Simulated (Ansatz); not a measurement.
The first iterations of a band of C2H6O (9 atoms, charge 0, multiplicity 1).

These are results of RKS B3LYP-D4/def2-SVP (Ansatz 0.2.0), not measurements.

```yaml
movable_images: 9
climbing_image: yes
spring: 5.0 eV/Å²
optimiser: quadratic models (default)
start_path: straight line
force_threshold: 0.05 eV/Å
iteration_limit: 60
end_points: relaxed
```

First end point:

```xyz
9
Properties=species:S:1:pos:R:3
C -0.539 0.573 -0.471
C 0.314 -0.603 -0.009
O 1.214 -0.259 1.024
H -1.189 0.288 -1.314
H 0.100 1.412 -0.789
H -1.192 0.934 0.344
H 0.935 -0.967 -0.843
H -0.342 -1.450 0.286
H 0.698 0.071 1.772
```

Last end point:

```xyz
9
Properties=species:S:1:pos:R:3
C -0.643 0.530 -0.388
C 0.246 -0.628 0.047
O 0.927 -0.376 1.259
H -1.203 0.282 -1.305
H -0.042 1.432 -0.602
H -1.363 0.784 0.405
H 0.951 -0.890 -0.769
H -0.369 -1.526 0.227
H 1.497 0.392 1.126
```

| iteration | highest image above the first end (eV) | largest band force component (eV/Å) |
| --- | --- | --- |
| 1 | 6.706 | 52.464 |
| 2 | 0.511 | 6.053 |

Question: Does the band converge within its limit, and where does its top end?

Answer: The forces met the threshold. It ended after 8 iterations with the highest image 0.070 eV above the first end. Another band between the same ends (9 images) ends at a top of the same energy, where a vibrational analysis finds 1 clearly imaginary mode.

Run time: 110 s on 1 thread of AMD EPYC 7R43 64-Core Processor (Zen 3), on a shared host, peak memory 0.15 GiB.
